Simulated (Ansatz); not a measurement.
Results of BLYP (Ansatz, a program for electronic structure, PAW) for zinc-blende MgS (metastable phase).

Numerical settings: plane-wave cutoff 520 eV, 10×10×10 k mesh, Fermi–Dirac smearing 0.01 eV, scalar-relativistic PAW data made under PBE.

On both sides of the equilibrium volume: at 23.243 Å³/atom the pressure is 1.07 GPa and the direct gap at Γ 3.467 eV; at 24.192 Å³/atom they are -1.01 GPa and 3.264 eV. The fitted bulk modulus is 52.0 GPa.

### Question
Work out the volume deformation potential of this gap and its pressure coefficient, in two ways.

### Answer
a_V = dE_g/d ln V = (3.264 − 3.467)/ln(24.192/23.243) = -5.07 eV. Since dP = −B d ln V, dE_g/dP = −a_V/B = 98 meV/GPa. Straight from the pressures: (3.467 − 3.264)/(1.07 − (-1.01)) = 98 meV/GPa. At this level and over this range the gap at Γ widens under pressure.

Note: the volume lies 7 % above that of the published cell.
